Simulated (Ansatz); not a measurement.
# AlNH3S (SMILES [NH2][Al][SH]) at UCCSD(T)/def2-SVPD

What is the energy change on altering one bond length of AlNH3S at UCCSD(T)/def2-SVPD? 

The calculation is run with Ansatz 0.2.0.

59 further runs of the same task are left out: 59 set aside as unsound or not needed. Runs told in other sessions of the task aren't counted.

## Step 1: The system as given

The species is AlNH3S (6 atoms), meant as a doublet with charge 0. SMILES: `[NH2][Al][SH]`. Geometry: relaxed at PBE0-D4/def2-TZVP. This is one conformer, not always the lowest.

Bond lengths: N1–Al2 1.770 Å, Al2–S3 2.208 Å, N1–H4 1.009 Å, N1–H5 1.007 Å, S3–H6 1.343 Å. Angles: N1–Al2–S3 115.8°, Al2–N1–H4 125.1°, Al2–N1–H5 124.5°, Al2–S3–H6 93.4°, H4–N1–H5 110.4°.

## Step 2: The energy at UCCSD(T)/def2-SVPD

input.yaml

```yaml
crystal:
  periodic: [false, false, false]
  atoms:
    - {symbol: "N", position_ang: [-0.909500, 0.196700, -0.977100]}
    - {symbol: Al, position_ang: [0.142900, -0.793800, 0.045400]}
    - {symbol: S, position_ang: [1.372100, 0.308200, 1.511800]}
    - {symbol: H, position_ang: [-0.980700, 1.201900, -0.933300]}
    - {symbol: H, position_ang: [-1.523300, -0.168400, -1.686700]}
    - {symbol: H, position_ang: [1.940700, -0.808600, 1.993700]}
basis:
  gaussian: {orbitals: def2-SVPD}
total_charge: 0
magnetization: {spin_polarized: true, initial_magnetization: 1}
correlation: {method: ccsd_t, frozen_orbitals: {Al: 5, H: 0, "N": 1, S: 5}}
accuracy: high
scf: {omitted_lower_state_checks: [cluster_reference, increment]}
```

On the command line:

```sh
$ ansatz run input.yaml --threads 1 --pin off --max-ram 2610MiB --events-out events.jsonl --progress --plain --runs-dir runs
```

The log of the run, shortened:

```text
Warning: RAYON_NUM_THREADS=1 ignored (pool sized by the plan → 1); use --threads N
Functional definition: HF
  name "HF"
[...]
1837 factors; integrals over basis functions are off by at most 4.0e-9 eV
[...]
mean field -18924.73228582 eV, -695.4710838598 hartree, gradient 1.8e-8 eV, S^2 0.753558; 0 other end points of the search recorded, 0 dependent functions left out
11 core orbitals not correlated: weight in the atoms' cores, before any rotation towards them, 1.000 or more for the frozen orbitals, at most 0.000 for the correlated occupied ones
reference -18924.73228582 eV, -695.4710838598 hartree; 9, 8 occupied and 75, 76 virtual orbitals, 1837 factors
second order -10.14503800 eV of doubles, -0.00000000 eV of singles
cycle   1  -10.65431448 eV  change   -5.1e-1 eV  update   7.7e-2
[...]
cycle  23  -10.98113234 eV  change  -7.9e-11 eV  update   1.2e-9
perturbative correction -0.37139005 eV, -0.0136483327 hartree
Total energy: -18936.08480822 eV, -695.8882813628 hartree
Checks for a lower state left out: cluster_reference, increment
```

Run time: 76 s. Hardware: 1 thread of Arm Neoverse N1, shared host; peak memory 1 GiB.

## Step 3: The distorted shape, same level

job.yaml

```yaml
crystal:
  periodic: [false, false, false]
  atoms:
    - {symbol: "N", position_ang: [-2.172397, 1.385316, -2.204116]}
    - {symbol: Al, position_ang: [0.142900, -0.793800, 0.045400]}
    - {symbol: S, position_ang: [1.372100, 0.308200, 1.511800]}
    - {symbol: H, position_ang: [-2.243597, 2.390516, -2.160316]}
    - {symbol: H, position_ang: [-2.786197, 1.020216, -2.913716]}
    - {symbol: H, position_ang: [1.940700, -0.808600, 1.993700]}
basis:
  gaussian:
    orbitals: def2-SVPD
magnetization:
  spin_polarized: true
  initial_magnetization: 1
correlation:
  method: ccsd_t
  frozen_orbitals: {Al: 5, H: 0, "N": 1, S: 5}
accuracy: high
scf:
  omitted_lower_state_checks: [cluster_reference, increment]
```

On the command line:

```sh
$ ansatz run job.yaml --threads 1 --pin off --max-ram 2610MiB --events-out events.jsonl --progress --plain --runs-dir runs
```

The log of the run, shortened:

```text
Warning: RAYON_NUM_THREADS=1 ignored (pool sized by the plan → 1); use --threads N
[... 2 set-up lines as earlier in the session ...]
[...]
1807 factors; integrals over basis functions are off by at most 3.9e-9 eV
[...]
mean field -18922.34073066 eV, -695.3831958284 hartree, gradient 4.9e-8 eV, S^2 0.766137; 8 other end points of the search recorded, 0 dependent functions left out
11 core orbitals not correlated: weight in the atoms' cores, before any rotation towards them, 1.000 or more for the frozen orbitals, at most 0.000 for the correlated occupied ones
reference -18922.34073066 eV, -695.3831958284 hartree; 9, 8 occupied and 75, 76 virtual orbitals, 1807 factors
second order -9.34734045 eV of doubles, -0.00000000 eV of singles
cycle   1  -10.23657818 eV  change   -8.9e-1 eV  update   8.6e-2
[...]
cycle  30  -10.64880673 eV  change  -5.3e-11 eV  update   1.4e-9
perturbative correction -0.31535900 eV, -0.0115892293 hartree
Total energy: -18933.30489638 eV, -695.7861214871 hartree
Checks for a lower state left out: cluster_reference, increment
```

It took 1.8 min on 1 thread of Arm Neoverse N1, shared host; peak memory 1 GiB.

## Step 4: Outcome

Level: UCCSD(T)/def2-SVPD, 11 core orbitals frozen.

| quantity | value |
| --- | --- |
| first shape: total energy | -695.88828 Eh |
| first shape: correlation energy (11 core orbitals frozen) | -417.2 mEh |
| first shape: (T) correction | -13.65 mEh |
| first shape: ⟨S²⟩ of the reference determinant | 0.754 |
| first shape: T1 diagnostic | 0.015 |
| distorted shape: total energy | -695.78612 Eh |
| distorted shape: correlation energy (11 core orbitals frozen) | -402.9 mEh |
| distorted shape: (T) correction | -11.59 mEh |
| distorted shape: ⟨S²⟩ of the reference determinant | 0.766 |
| distorted shape: T1 diagnostic | 0.016 |
| energy change with the N1–Al2 bond stretched from 1.770 to 3.895 Å | 2.780 eV |

**Reading.** With the N1–Al2 bond stretched from 1.770 to 3.895 Å the energy rises by 2.78 eV (268 kJ/mol). The first shape isn't relaxed at this level, so the change isn't measured from a minimum. The triples (first shape) make up 3.3 % of the correlation energy. The triples (distorted shape) make up 2.9 % of the correlation energy.
